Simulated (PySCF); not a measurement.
All of these have the formula C5H5F. Level of theory: PySCF 2.14.0, density-fitted response routines, TDDFT CAM-B3LYP/def2-SVPD, vertical, gas phase, core orbitals frozen in the response. Geometries: PBE0-D3(BJ)/def2-SVP; one conformer of each isolated species. Triplets are in the Tamm–Dancoff approximation. 'Strongest' means the level of largest summed f among the lowest 10 singlets; it needn't be the same kind of state in each.

Task: Rank by computed HOMO–LUMO gap, lowest first.
A. `C=CC#CCF`
B. `CC(F)=C1C=C1`
C. `C=C(F)C1=CC1`
D. `C1=C(C=CC1)F`

Result: B (7.39 eV), C (7.88 eV), D (8.25 eV), A (8.40 eV).

```csv
SMILES,gap (eV),strongest (eV),first f ≥ 0.01 (nm),f (strongest),f (S1),LUMO (eV),S1 mainly
CC(F)=C1C=C1,7.39,7.09,304,0.65,0.014,0.44,H→L (99%)
C=C(F)C1=CC1,7.88,5.29,234,0.40,0.399,-0.25,H→L (95%)
FC1=CCC=C1,8.25,8.16,237,0.45,0.088,0.40,H→L (98%)
C=CC#CCF,8.40,7.35,226,0.65,0.014,0.03,H→L+1 (57%)
```

H and L stand for HOMO and LUMO.

- `CC(F)=C1C=C1`: Löwdin shares by element: HOMO carbon 78% or more (atoms not listed hold the other 22%); LUMO carbon 84% or more, hydrogen 8% or more.
- `C=C(F)C1=CC1`: Löwdin shares by element: HOMO carbon 74% or more (atoms not listed hold the other 26%); LUMO carbon 81% or more (atoms not listed hold the other 19%).
- `FC1=CCC=C1`: Löwdin shares by element: HOMO carbon 82% or more (atoms not listed hold the other 18%); LUMO carbon 73% or more (atoms not listed hold the other 27%).
- `C=CC#CCF`: Löwdin shares by element: HOMO carbon 86% or more; LUMO carbon 81% or more (atoms not listed hold the other 19%).
